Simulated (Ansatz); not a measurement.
Which isomer of C4H2F+ gives these data?

These gas-phase data were calculated for one isomer of C4H2F+ at PBE0-D3(BJ)/pcseg-1 (harmonic, unscaled wavenumbers; equilibrium rotational constants with average atomic masses):

```
rotational constants            : 281.1, 1.996, 1.982 GHz
all wavenumbers above 1500 cm⁻¹ : 3196, 3107, 2387, 1992
```

Candidates:

(1) `[CH+]=C=C=CF`, a singlet
(2) `C=C=C=[C+]F`, a singlet

**Question.** Which candidate do the data belong to? Where the bands don't settle it, estimate the moments of inertia from typical bond lengths.

**Answer.** Candidate (2). The rotational constants decide: (1) would give 52.35, 2.276, 2.182 GHz.

The same quantities for all candidates:

```tsv
	rotational constants (GHz)	wavenumbers above 1500 cm⁻¹	E above the lowest, PBE0-D3(BJ)/pcseg-1 (kcal/mol)
(1)	52.35, 2.276, 2.182	3391, 3155, 2160, 1840	8.7
(2)	281.1, 1.996, 1.982	3196, 3107, 2387, 1992	0.0
```

Harmonic stretches to hydrogen usually lie a few per cent above observed fundamentals. Programs: Ansatz 0.2.0.
